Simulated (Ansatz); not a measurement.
**Si2NH6 radical: basis-set convergence**

Aim: see how fast density functionals and correlated methods converge with the basis set for Si2NH6 radical.

Method: one geometry, several basis sets; program: Ansatz 0.2.0, Gaussian basis.

The runs, in order: PBE0-D4/def2-SVP; ωB97M-V/def2-SVP; PBE0-D4/def2-QZVPP; ωB97M-V/def2-QZVPP; CCSD(T)/cc-pV(D+d)Z; CCSD(T)/cc-pV(T+d)Z; CCSD(T)/cc-pV(Q+d)Z; the functionals' def2-TZVPP values are taken from earlier runs.

## 1. The relaxed structure

The geometry comes from an earlier relaxation with PBE0-D4 in a triple-zeta def2 set; it is a stationary point, not always the lowest conformer.

SMILES `[SiH3][N][SiH3]`, 9 atoms, charge 0, spin multiplicity 2.

Atoms are counted from 1 here; the program's logs count them from 0.

Bond lengths: Si1–N2 1.720 Å, Si1–H4 1.490 Å, Si1–H5 1.490 Å, Si1–H6 1.486 Å, N2–Si3 1.720 Å, Si3–H7 1.490 Å, Si3–H8 1.490 Å, Si3–H9 1.486 Å. Angles: N2–Si1–H4 115.3°, N2–Si1–H5 105.5°, N2–Si1–H6 108.5°, H4–Si1–H5 109.0°, H4–Si1–H6 108.9°, H5–Si1–H6 109.5°, Si1–N2–Si3 137.8°, N2–Si3–H7 105.6°, N2–Si3–H8 115.3°, N2–Si3–H9 108.4°, H7–Si3–H8 109.0°, H7–Si3–H9 109.5°, H8–Si3–H9 108.9°.

## 2. PBE0-D4 in def2-SVP

in.yaml reads:

```yaml
crystal:
  periodic: [false, false, false]
  atoms:
    - {symbol: Si, position_ang: [-0.774009, 1.094499, -0.884002]}
    - {symbol: N, position_ang: [0.224383, 0.477813, 0.374048]}
    - {symbol: Si, position_ang: [0.765159, -1.055191, 0.937334]}
    - {symbol: H, position_ang: [-1.664376, 0.094297, -1.538170]}
    - {symbol: H, position_ang: [0.163333, 1.647117, -1.901694]}
    - {symbol: H, position_ang: [-1.607908, 2.192703, -0.329486]}
    - {symbol: H, position_ang: [2.187462, -1.161066, 0.507018]}
    - {symbol: H, position_ang: [0.011773, -2.229280, 0.412920]}
    - {symbol: H, position_ang: [0.694184, -1.060881, 2.422033]}
basis:
  gaussian: {orbitals: def2-SVP}
magnetization: {spin_polarized: true, initial_magnetization: 1}
hamiltonian: {xc: pbe0, dispersion: d4}
output: {orbitals: {seedname: orbitals}}
```

Launch:

```console
ansatz run in.yaml --threads 2 --pin off --events-out ev --progress --plain --max-ram 32768MiB --backend cpu
```

After this run come: ωB97M-V in def2-SVP; PBE0-D4 in def2-QZVPP; ωB97M-V in def2-QZVPP; CCSD(T) in cc-pV(D+d)Z; CCSD(T) in cc-pV(T+d)Z; CCSD(T) in cc-pV(Q+d)Z.

Q: Predict the results of all the runs planned. Wanted: MP2 correlation recovered, cc-pV(D+d)Z; MP2 correlation recovered, cc-pV(T+d)Z; MP2 correlation recovered, cc-pV(Q+d)Z; CCSD(T) limit from def2 sets; PBE0-D4: double and triple zeta above quadruple; ωB97M-V: double and triple zeta above quadruple.

**Answer**, as computed:

| quantity | value |
| --- | --- |
| MP2 correlation recovered, cc-pV(D+d)Z | 70.6 % |
| MP2 correlation recovered, cc-pV(T+d)Z | 88.5 % |
| MP2 correlation recovered, cc-pV(Q+d)Z | 95.2 % |
| CCSD(T) limit from def2 sets (earlier runs) less the limit of this series | -37 meV |
| PBE0-D4: double and triple zeta above quadruple | 8.18, 0.65 eV |
| ωB97M-V: double and triple zeta above quadruple | 8.26, 0.60 eV |

**Reading.** For PBE0-D4 the step from double to triple zeta gains 7.54 eV and the next only 0.65 eV. Correlation climbs from 71 % (cc-pV(D+d)Z) to 95 % (cc-pV(Q+d)Z) of the limit; Hartree-Fock is 0.099 eV from its own by then. A limit from the def2 sets, made apart, differs by 37 meV, a least measure of the doubt on such a limit. Total energies overstate the basis error of differences, where much of it tends to cancel.
